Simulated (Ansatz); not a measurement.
# Cost against result

Saddle point of SiNH$_{6}$Cl, closed shell (SiNH₄Cl ([NH2][SiH2][Cl]) + H₂ → SiNH₅ ([NH2][SiH3]) + HCl; bonds formed: Si1–H7, Cl2–H6; bonds broken: Si1–Cl2, H6–H7), PBE0-D4/def2-TZVP structure:

Si1  (-0.375, -0.201, -0.121)
Cl2  (0.242, -2.151, -1.602)
H3  (-0.962, 0.325, -1.358)
H4  (-0.811, -1.260, 0.795)
N5  (-0.324, 1.178, 0.888)
H6  (1.182, -0.913, -0.751)
H7  (1.361, -0.216, -0.247)
H8  (-0.106, 1.126, 1.870)
H9  (-0.206, 2.111, 0.526)
(Å)

Barriers are electronic and count from the start structure reached by relaxing down the imaginary mode.

Program: Ansatz 0.2.0. Basis: as named in each row. Cores are frozen in the correlated methods. B3LYP uses VWN-RPA correlation. Extrapolation: Hartree–Fock as exp(−7.88 √X), correlation as X^−2.97.

Times are rough, for one single point on 2 threads of a shared host (Arm Neoverse V1).

The estimate by CCSD(T) at an estimated basis limit (MP2 extrapolated from triple and quadruple zeta, plus CCSD(T) − MP2 in triple zeta) is 52.90 kcal/mol.

| method | basis | time (s) | barrier (kcal/mol) | method less estimate |
| --- | --- | --- | --- | --- |
| HF | STO-3G | under 1 | 100.62 | 47.71 |
| PBE-D4 | STO-3G | under 1 | 69.24 | 16.34 |
| SPW92 | def2-SVP | under 1 | 38.96 | -13.94 |
| B3LYP-D4 | 6-31G | under 1 | 52.63 | -0.28 |
| PBE-D4 | def2-SVP | under 1 | 45.45 | -7.45 |
| PBE0-D4 | def2-SVP | 1 | 48.97 | -3.94 |
| SPW92 | def2-TZVPP | 1 | 37.46 | -15.44 |
| CCSD(T) | def2-SVP | 2 | 58.97 | 6.06 |
| BLYP-D4 | def2-TZVPP | 2 | 48.76 | -4.15 |
| PBE-D4 | def2-TZVPP | 2 | 44.74 | -8.17 |
| BHLYP-D4 | def2-TZVPP | 3 | 54.90 | 2.00 |
| B3LYP-D4 | def2-TZVPP | 3 | 51.05 | -1.85 |
| PBE0-D4 | def2-TZVPP | 3 | 48.16 | -4.75 |
| CAM-B3LYP-D4 | def2-TZVPP | 3 | 52.29 | -0.61 |
| r2SCAN-D4 | def2-TZVPP | 4 | 48.35 | -4.56 |
| RPA on PBE | def2-TZVPP | 5 | 54.43 | 1.52 |
| r2SCAN0-D4 | def2-TZVPP | 5 | 50.38 | -2.52 |
| wB97M-V | def2-SVP | 6 | 52.29 | -0.62 |
| B2PLYP | def2-TZVPP | 6 | 52.86 | -0.04 |
| PBE-QIDH | def2-TZVPP | 6 | 51.76 | -1.14 |
| wB97X-V | def2-TZVPP | 8 | 52.99 | 0.09 |
| wB97M-V | def2-TZVPP | 10 | 52.04 | -0.86 |
| B97M-V | def2-TZVPP | 11 | 51.48 | -1.42 |
| MP2 | def2-QZVPP | 18 | 53.37 | 0.46 |
| CCSD(T) | def2-TZVPP | 53 | 54.18 | 1.28 |

All methods are single points on the PBE0-D4 structures.

The T1 diagnostic stays at or below 0.012.

Labels in which every atom is bracketed show which atoms are joined, not bond orders.
